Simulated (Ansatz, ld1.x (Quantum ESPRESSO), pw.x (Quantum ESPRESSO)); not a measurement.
## From atom to crystal: TM potential for tantalum (Ta)

Ta, norm-conserving Troullier–Martins (Kleinman–Bylander form), made with ld1.x (Quantum ESPRESSO) 7.5 (PBEsol, scalar-relativistic). Core [Xe] 4f14, reference 5d4 6s1 6p0. Waves: 6s (bound): rc 3.00 bohr; 6p (bound, empty): rc 4.20 bohr; 5d (bound): rc 1.60 bohr. Local part: the d channel. Core correction: Bessel-smoothed model core inside 1.30 bohr.

Crystal test: fcc Ta in pw.x 7.5, no spin, 14³ k-points, Fermi–Dirac smearing 0.01 Ry, cutoffs 50/200 Ry. The reference is all-electron LAPW (Ansatz 0.2.0) with the same functional, mesh and smearing; V0 and B0 come from Birch–Murnaghan fits to the pressures at five volumes. Errors are pseudo minus all-electron; Δ is the rms difference of the E(V) curves that follow from these fits, minima aligned, over ±6 % about the mean V0. Mesh and smearing are coarse, so the numbers serve the comparison and aren't converged zero-temperature values; the lattice is a test structure that the element need not adopt.

```json
{"V (Å³/atom)": "17.367", "P all-electron (GPa)": "10.42", "P pseudo (GPa)": "65.98"}
{"V (Å³/atom)": "17.824", "P all-electron (GPa)": "4.57", "P pseudo (GPa)": "61.09"}
{"V (Å³/atom)": "18.281", "P all-electron (GPa)": "-0.64", "P pseudo (GPa)": "56.57"}
{"V (Å³/atom)": "18.738", "P all-electron (GPa)": "-5.27", "P pseudo (GPa)": "52.37"}
{"V (Å³/atom)": "19.195", "P all-electron (GPa)": "-9.40", "P pseudo (GPa)": "48.43"}
```

All-electron: a0 = 4.177 Å (V0 = 18.22 Å³/atom), B0 = 198.7 GPa.

Pseudopotential: mean pressure error (GPa): +56.95. The pressure does not cross zero within the volumes sampled, so no fit is given. The largest radius (4.20 bohr) exceeds half the bond length (2.79 bohr), so the spheres overlap, which is one possible source of error among others. This is a poor potential for the solid. Note: ghost states, extra bound levels that the all-electron valence spectrum of the same l lacks: s at -36.1 eV, p at -4.6 eV. A true bound ghost makes a file unfit for plane-wave use. Atomic configuration tests: 2 of 7 tests not solved or not reliable.

Q: At the middle volume, how do free energy and pressure move when the wave cutoff is lowered (ecutrho kept at four times it)?

A:

```
cutoff (Ry)  shift of F (meV/atom)  shift of P (GPa)
         22                 +332.0             -1.55
         30                 +162.2             -3.48
         40                  +32.7             -1.13
```

Input at the middle volume:

```
&control
  calculation='scf', prefix='x', pseudo_dir='./', outdir='./tmp', tstress=.true., disk_io='low'
/
&system
  ibrav=0, nat=1, ntyp=1, ecutwfc=50, ecutrho=200, nbnd=9,
  occupations='smearing', smearing='fd', degauss=0.01
/
&electrons
  conv_thr=1e-09, mixing_beta=0.4, electron_maxstep=70
/
ATOMIC_SPECIES
Ta 1.0 Ta.UPF
CELL_PARAMETERS angstrom
  0.00000000 2.09085212 2.09085212
  2.09085212 0.00000000 2.09085212
  2.09085212 2.09085212 0.00000000
ATOMIC_POSITIONS crystal
Ta 0.0000 0.0000 0.0000
K_POINTS automatic
14 14 14 0 0 0
```

```bash
pw.x < Ta.scf.in > Ta.scf.out
```

Lines of the output:

```
Message from routine setup:
     using ibrav=0 with symmetry is DISCOURAGED, use correct ibrav instead
     lattice parameter (alat)  =       5.5878  a.u.
     unit-cell volume          =     123.3663 (a.u.)^3
     number of electrons       =         5.00
     number of Kohn-Sham states=            9
     kinetic-energy cutoff     =      50.0000  Ry
     charge density cutoff     =     200.0000  Ry
     scf convergence threshold =      1.0E-09
     Exchange-correlation= PBESOL
     number of k points=   104  Fermi-Dirac smearing, width (Ry)=  0.0100
     iteration #  1     ecut=    50.00 Ry     beta= 0.40
     total energy              =     -48.08311583 Ry
     estimated scf accuracy    <       2.33818309 Ry
     iteration #  2     ecut=    50.00 Ry     beta= 0.40
     total energy              =     -47.56975419 Ry
     estimated scf accuracy    <       0.66215492 Ry
     iteration #  3     ecut=    50.00 Ry     beta= 0.40
     total energy              =     -47.66533453 Ry
     estimated scf accuracy    <       0.03588146 Ry
     iteration #  4     ecut=    50.00 Ry     beta= 0.40
     total energy              =     -47.65679780 Ry
     estimated scf accuracy    <       0.18589936 Ry
     iteration #  5     ecut=    50.00 Ry     beta= 0.40
     total energy              =     -47.66145897 Ry
     estimated scf accuracy    <       0.02372885 Ry
     iteration #  6     ecut=    50.00 Ry     beta= 0.40
     total energy              =     -47.64890902 Ry
     estimated scf accuracy    <       0.01613703 Ry
     iteration #  7     ecut=    50.00 Ry     beta= 0.40
     total energy              =     -47.65213965 Ry
     estimated scf accuracy    <       0.00006377 Ry
     iteration #  8     ecut=    50.00 Ry     beta= 0.40
     c_bands:  1 eigenvalues not converged
     c_bands:  1 eigenvalues not converged
     c_bands:  1 eigenvalues not converged
     c_bands:  1 eigenvalues not converged
     c_bands:  2 eigenvalues not converged
     c_bands:  1 eigenvalues not converged
     c_bands:  2 eigenvalues not converged
     c_bands:  1 eigenvalues not converged
     [... 1 repeated lines left out ...]
     total energy              =     -47.65219113 Ry
     estimated scf accuracy    <       0.00003733 Ry
     iteration #  9     ecut=    50.00 Ry     beta= 0.40
     total energy              =     -47.65212991 Ry
     estimated scf accuracy    <       0.00013979 Ry
     iteration # 10     ecut=    50.00 Ry     beta= 0.40
     total energy              =     -47.65214187 Ry
     estimated scf accuracy    <       0.00000812 Ry
     iteration # 11     ecut=    50.00 Ry     beta= 0.40
     total energy              =     -47.65214487 Ry
     estimated scf accuracy    <       0.00000224 Ry
     iteration # 12     ecut=    50.00 Ry     beta= 0.40
     total energy              =     -47.65214515 Ry
     estimated scf accuracy    <       0.00000009 Ry
     iteration # 13     ecut=    50.00 Ry     beta= 0.40
     total energy              =     -47.65214535 Ry
     estimated scf accuracy    <       0.00000006 Ry
     iteration # 14     ecut=    50.00 Ry     beta= 0.40
     total energy              =     -47.65214498 Ry
     estimated scf accuracy    <       0.00000051 Ry
     iteration # 15     ecut=    50.00 Ry     beta= 0.40
     total energy              =     -47.65214516 Ry
     estimated scf accuracy    <       0.00000014 Ry
     iteration # 16     ecut=    50.00 Ry     beta= 0.40
     the Fermi energy is    10.6234 ev
!    total energy              =     -47.65214519 Ry
     estimated scf accuracy    <          1.9E-11 Ry
     smearing contrib. (-TS)   =      -0.00588889 Ry
     The total energy is F=E-TS. E is the sum of the following terms:
     one-electron contribution =       7.10426750 Ry
     hartree contribution      =       2.09286532 Ry
     xc contribution           =     -42.33851028 Ry
     ewald contribution        =     -14.50487883 Ry
     convergence has been achieved in  16 iterations
          total   stress  (Ry/bohr**3)                   (kbar)     P=      565.70
```

The run at the middle volume (104 k-points, 16 iterations) took about 12 s on one core of a shared host (Neoverse-V1, 32 threads, 247 GiB, load 10).
